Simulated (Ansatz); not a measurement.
Process, species as SMILES: [SiH4] (SiH4) → 4 H atom + Si atom
B3LYP-D3(BJ)/def2-TZVP geometries, fixed; electronic energies without zero-point terms.

Basis-set convergence of the atomisation energy at HF with Ansatz (a quantum-chemistry and plane-wave program). Cartesian d functions, on some or all atoms, in 6-31G*, 6-31G**, 6-311+G**; all else is spherical. Open shells are unrestricted. No added dispersion term, no relativity. Functions are those of the species that has most. Reference: the value in pcseg-4, 257.04 kcal/mol, itself unsure by roughly 0.13 kcal/mol (its mean distance from aug-pcseg-3, aug-cc-pV(Q+d)Z, cc-pV(5+d)Z).

```
basis            functions  atomisation energy (kcal/mol)
---------------  ---------  -----------------------------
pcseg-0                 21                         214.56
def2-SV(P)              26                            ___
6-31G*                  27                            ___
def2-SVP                38                         253.31
6-31G**                 39                            ___
6-311+G**               55                         253.17
def2-SVPD               56                         254.02
aug-cc-pV(D+d)Z         68                         252.19
def2-TZVPD              79                            ___
cc-pV(T+d)Z             95                         255.92
def2-TZVPP              98                         256.27
def2-TZVPPD            116                         256.30
pcseg-4                349                         257.04
```

Problem. Fill in the missing entries.

Solution. 
- def2-SV(P), atomisation energy (kcal/mol): 248.02
- 6-31G*, atomisation energy (kcal/mol): 251.24
- 6-31G**, atomisation energy (kcal/mol): 254.83
- def2-TZVPD, atomisation energy (kcal/mol): 255.96
